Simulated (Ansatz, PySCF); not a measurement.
Molecule: C₂H₈N, net charge 1, singlet state. SMILES: C[NH2+]C
Geometry from a B3LYP-D3(BJ)/def2-TZVP (Ansatz, a quantum-chemistry and plane-wave program) optimisation:
```
N
H 1 1.0225
H 1 1.0225 2 105.89
C 1 1.5031 2 109.14 3 117.36
H 4 1.0866 1 108.35 2 -177.81
H 4 1.0866 5 110.30 1 118.45
H 4 1.0870 5 110.46 6 122.40
C 1 1.5031 2 109.14 3 -117.36
H 8 1.0866 1 108.35 2 -62.51
H 8 1.0866 9 110.30 1 118.45
H 8 1.0870 9 110.46 10 122.40
```
Charge +1, spin multiplicity 1.

Unscaled harmonic wavenumbers (cm⁻¹) in rising order, each level at the stationary point that it reaches from this structure (no distance between atoms moves by over 0.3 Å); the order of modes can differ between levels, and a negative number is imaginary. B3LYP-D3(BJ)/def2-TZVP (PySCF, at the structure above): 198, 265, 383, 818, 854, 988, 1028, 1074, 1248, 1279, 1390, 1427, 1455, 1480, 1492, 1495, 1506, 1507, 1664, 3081, 3081, 3175, 3176, 3177, 3178, 3412, 3455.

HF/6-31G* (Ansatz): 206, 279, 406, 879, 908, 1067, 1113, 1163, 1357, 1389, 1514, 1577, 1584, 1615, 1627, 1632, 1638, 1643, 1832, 3267, 3269, 3374, 3375, 3376, 3378, 3665, 3725. Zero-point energy 72.7 against 67.6 kcal/mol; where all levels lie over 400 cm⁻¹, the wavenumbers are on average 1.080 times those of B3LYP-D3(BJ)/def2-TZVP.

B3LYP/6-31G* (Ansatz): 200, 265, 382, 825, 855, 990, 1032, 1079, 1252, 1283, 1402, 1444, 1463, 1490, 1512, 1515, 1527, 1528, 1699, 3106, 3107, 3206, 3207, 3209, 3210, 3415, 3467. Zero-point energy 68.1 against 67.6 kcal/mol; where all levels lie over 400 cm⁻¹, the wavenumbers are on average 1.008 times those of B3LYP-D3(BJ)/def2-TZVP.
